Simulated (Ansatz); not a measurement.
## Ansatz (development build ahead of 0.2.0) run

```yaml
crystal:
  periodic: [false, false, false]
  atoms:
    - { symbol: B, position_ang: [0.05884, -0.04205, -1.23771] }
    - { symbol: F, position_ang: [-0.01086, 0.02351, 0.74696] }
basis:
  gaussian: { orbitals: "6-31G" }
hamiltonian:
  xc: hf
```

The input is written out in the form of the current development build from the run's settings.

Results

```
Converged                       : yes
Total energy                    : -123.94336 hartree
Spin squared of the determinant : 0.000
```

Caution: stretched shape with no unrestricted run beside it, a lower state can exist.
